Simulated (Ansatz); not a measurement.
Reaction (SMILES): C1=CC1 → 3 C atom + 4 H atom
B3LYP-D3(BJ)/def2-TZVP geometries, fixed; electronic energies without zero-point terms.
Largest species:
```xyz
7

C     -0.0054     0.0051     0.8609
C     -0.0002    -0.6463    -0.4958
C      0.0065     0.6404    -0.5035
H      0.9023     0.0040     1.4624
H     -0.9206     0.0134     1.4509
H     -0.0016    -1.5779    -1.0322
H      0.0147     1.5655    -1.0509
```
Charge 0, spin multiplicity 1.

Effect of a fitting basis named in the input at PBE/def2-TZVPP with Ansatz (an electronic-structure program), against the last row, where the atomisation energy is 701.86 kcal/mol. Open shells are unrestricted. The default fits or decomposes integrals by the program's own choice; accuracy: high also tightens integrals, grids and stops.

```csv
setting,largest shift of a total energy (mEh),shift of the atomisation energy (kcal/mol)
fitting: def2-SV(P)-JKFIT,-0.072,-0.021
fitting: def2-universal-JKFIT,-0.072,-0.021
fitting: cc-pVTZ-JKFIT,-0.037,0.012
fitting: cc-pVQZ-JKFIT,-0.011,-0.005
fitting: cc-pV5Z-JKFIT,-0.008,-0.006
fitting: def2-universal-JFIT,-0.101,0.046
accuracy: high,0.001,-0.001
accuracy: medium (default),0.000,0.000
```

Within 0.02 kcal/mol in the atomisation energy: fitting: cc-pVTZ-JKFIT; fitting: cc-pVQZ-JKFIT; fitting: cc-pV5Z-JKFIT; accuracy: high. The largest shift is 0.101 mEh in a total energy and 0.046 kcal/mol in the difference.
